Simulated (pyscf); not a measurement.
This saddle point was located with ωB97X-D3(BJ)/def2-SVP in PySCF.

```xyz
12

Si     0.8428     0.7116    -0.6635
Si    -0.5416    -0.9913     1.0990
H      1.6939     1.7832    -0.0837
H      1.7938    -0.0077    -1.5793
H     -0.2999     1.1288    -1.5101
H      0.2456    -1.0498     2.3555
H     -0.6955    -2.4179     0.6606
H      0.5098    -0.8474    -0.1676
F     -0.1773     0.8415     0.9415
C     -2.3385    -0.5439     1.0708
F     -3.2880    -1.4441     0.8767
F     -2.8557     0.6562     1.2487
```
Charge 0, spin multiplicity 2.

Surface: doublet, charge 0. Lowest wavenumbers (cm⁻¹): 369i, 40, 71, 130, 173.

**Question.** What reaction is this the transition state of?

**Answer.** F–SiH₃ + F–C•(F)–SiH₃ ⇌ silane (SiH₄) + F–SiH₂–C•(F)–F, a four-centre exchange read from left to right: F–Si, H–Si broken and H–Si, F–Si formed. At ωB97M-D3(BJ)/def2-TZVP it lies +33.4 kcal/mol from the left side and +36.3 kcal/mol from the right (each side as separated species at their lowest minima found). This is the saddle that the search found; another between the same sides may lie lower.
